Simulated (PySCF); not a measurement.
**LiP⁺ at UHF**

Computed with UHF; PySCF, no relativity, basis sets Li pcseg-2, P pcseg-2.

| Property | Result |
| --- | --- |
| state | ⁴Σ⁻ (quartet), unpaired electrons σ ↑, π ↑↑ |
| bond length | 2.670 Å |
| harmonic wavenumber | 254 cm⁻¹ |
| force constant | 0.217 mdyn/Å |
| rotational constant Be | 0.4134 cm⁻¹ |
| anharmonicity ωexe | 4.85 cm⁻¹ |
| vibration–rotation constant αe | 0.00974 cm⁻¹ |
| well depth De to Li⁺ + P | 0.34 eV |
| dissociation energy D0 | 0.33 eV |
| bond order (Mayer) | 0.27 |
| dipole moment (positive dipole points towards P; it is taken about the centre of mass and depends on that origin) | -8.40 D |

For an ion De counts to the pair picked by the measured ionisation energies or electron affinities, which need not be the lowest pair at this level. Hartree–Fock leaves out correlation, which carries a large part of most bond energies and some tenths to 1 eV of ionisation energies. The state was picked by a PBE0 search and need not be the measured ground state.
